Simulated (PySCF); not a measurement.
Compound: CH3CH2CF(CH3)2, C₅H₁₁F.
Z-matrix (Å and degrees, PBE0-D3(BJ)/def2-SVP geometry), rows numbered from 1:
```
C 
C   1  1.5195
C   2  1.5281  1  114.74
C   3  1.5178  2  111.10  1   174.37
C   3  1.5186  2  113.24  1   -59.13
F   3  1.3986  2  106.93  1    58.22
H   1  1.0999  2  110.86  3  -172.92
H   1  1.0997  2  110.34  3   -53.34
H   1  1.1005  2  112.24  3    67.08
H   2  1.1027  1  109.41  3   120.27
H   2  1.1030  1  110.69  3  -122.93
H   4  1.0999  3  110.91  2    64.02
H   4  1.0997  3  110.24  2  -175.80
H   4  1.0997  3  110.28  2   -56.20
H   5  1.0986  3  110.78  2    60.92
H   5  1.1001  3  110.87  2   -59.67
H   5  1.0996  3  110.09  2  -179.71
```

Computed with TDDFT CAM-B3LYP/def2-SVPD, vertical, gas phase, core orbitals frozen in the response in PySCF 2.14.0, density-fitted response routines.

Kohn–Sham orbitals with the atoms that hold most of them (Löwdin shares over 4%, at most four atoms; ? is withheld):

```
orbital  ε (eV)                             atoms
 HOMO-3  -11.71     C1 22%, C2 21%, C4 12%, F6 9%
 HOMO-2  -11.13   C1 24%, C2 23%, H11 11%, H8 11%
 HOMO-1  -10.56                                 ?
   HOMO       ?                                 ?
   LUMO    1.25     C5 13%, C4 12%, C2 10%, C1 9%
 LUMO+1    1.93    C1 20%, C4 14%, H7 10%, H9 10%
 LUMO+2    2.21  C5 17%, H10 12%, H17 10%, H15 9%
```

(1) Give the leading atoms of the HOMO.

(2) Give the leading atoms of the HOMO-1.

(3) What is the HOMO energy, and the HOMO–LUMO gap?

Results:

(1) C2 (bonded to 2 C and 2 H) 21%; C3 (bonded to 3 C and F) 21%; F6 (bonded to C) 19%; C5 (bonded to C and 3 H) 8%. By element: carbon 50% or more, fluorine 19%.

(2) F6 (bonded to C) 20%; C3 (bonded to 3 C and F) 18%; C4 (bonded to C and 3 H) 17%; C5 (bonded to C and 3 H) 14%. By element: carbon 48% or more, fluorine 20%.

(3) ε(HOMO) = -10.39 eV; the gap is 11.63 eV (0.4275 hartree).

Problem. How does S1 compare with the orbital gap of 11.63 eV?

Solution. S1 is at 8.76 eV (f = 0.013), 2.88 eV below the gap, made of HOMO→LUMO (93%). Without the coupling terms of the response equations the lowest excitation would equal the gap.

Problem. Give energy, strength and leading configuration of S1, S2, S3 and S4, and follow the Löwdin shares of the leading atoms from the occupied to the empty orbital.

Solution. 
- S1 (8.76 eV, f 0.013), HOMO→LUMO (93%): C2 21% → 10%, C3 21% → at most 10%, C5 8% → 13%, C4 at most 9% → 12%
- S2 (8.91 eV, f 0.021), HOMO-1→LUMO (92%): F6 20% → at most 10%, C3 18% → at most 10%, C5 14% → 13%, C4 17% → 12%
- S3 (9.33 eV, f 0.0070), HOMO-2→LUMO (76%): C1 24% → 9%, C2 23% → 10%, C5 at most 11% → 13%, C4 at most 11% → 12%
- S4 (9.60 eV, f 0.054), HOMO→LUMO+1 (84%): C2 21% → at most 10%, C3 21% → at most 10%, C1 at most 9% → 20%, C4 at most 9% → 14%

Löwdin shares depend on the basis, the more so with diffuse functions.

On one thread of an x86-64 server, no GPU (shared host), this took 5.0 min (grids of density and orbitals included).

One conformer stands for the species.
